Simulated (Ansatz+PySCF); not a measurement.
**triplet H2O2 in separate pieces: levels of theory in one basis**

```xyz
4

O     0.0000    0.0000   -0.1085
H     0.0000    0.0000    0.8679
O    29.9518   -0.0257    0.0937
H    30.3857    0.2054   -0.7499
```

Basis set: STO-3G (spherical functions). Correlated methods keep 2 orbitals frozen. Correlation on ROHF uses semicanonical orbitals with singles. Charge 0, multiplicity 3.

Computed with Ansatz (development build ahead of 0.2.0); each method stands on the lowest determinant of its kind that the runs found. NEVPT2 correlates all electrons. Active spaces start from the frontier orbitals, and the lowest solution found is given.

| method | E − E(ROHF) (eV) | <S²> of the determinant |
| --- | --- | --- |
| ROHF | 0.00 | 2.00 |
| UHF | -0.06 | 2.01 |
| ROHF-MP2 | -0.91 | – |
| UHF-MP2 | -0.93 | 2.01 |
| ROHF-CCSD | -1.42 | – |
| ROHF-CCSD(T) | -1.42 | – |
| full CI (lowest root of this spin) | -1.42 | – |
| CASSCF(6,4) | 0.00 | – |
| SC-NEVPT2(6,4) | -0.92 | – |

(1) Is a single determinant a sound starting point here?

Results:

(1) By this sign, yes. Unrestricted orbitals gain 0.06 eV and <S²> is 2.01 against 2.00 for a pure state. The CASSCF(6,4) natural occupations are 2.00, 2.00, 1.00, 1.00.
